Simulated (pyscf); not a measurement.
H₂N–Ge(F)(F)–F + hydrogen (H₂) → F–GeH(F)–F + ammonia (NH₃), a four-centre exchange (singlet surface; Ge–N, H–H broken, Ge–H, H–N formed). Single points on ωB97X-D3(BJ)/def2-SVP structures (PySCF, gas phase). Energies in kJ/mol from the separated reactants.

AM1 to PM7: differences of heats of formation from MOPAC. 

Q: In single points PM6 puts the saddle at 281.2 kJ/mol and the reaction energy at +141.3 kJ/mol. Should these be trusted to within a few kcal/mol? Compare with ωB97M-D3(BJ)/def2-TZVP.

A: ωB97M-D3(BJ)/def2-TZVP gives ΔE‡ = 173.3 kJ/mol and ΔE = -1.4 kJ/mol. PM6 lies 107.8 kJ/mol over it in the barrier and 142.7 kJ/mol over it in the reaction energy, so on this step it does not hold to within 12.6 kJ/mol. ωB97M-D3(BJ)/def2-TZVP has limits of its own. On the product side the descent ends in an adduct with a Ge–N contact (not fully relaxed), 54.6 kJ/mol under the separated species and 224.5 kJ/mol under the saddle at ωB97X-D3(BJ)/def2-TZVP. What is counted as broken (Ge–N) persists as a longer contact in the product adduct; parting that adduct is a step of its own. At the saddle there is also a short Ge–H contact that neither side keeps. One saddle was located; it need not be the lowest between these sides. In the def2 sets elements up to Kr have no core potential.
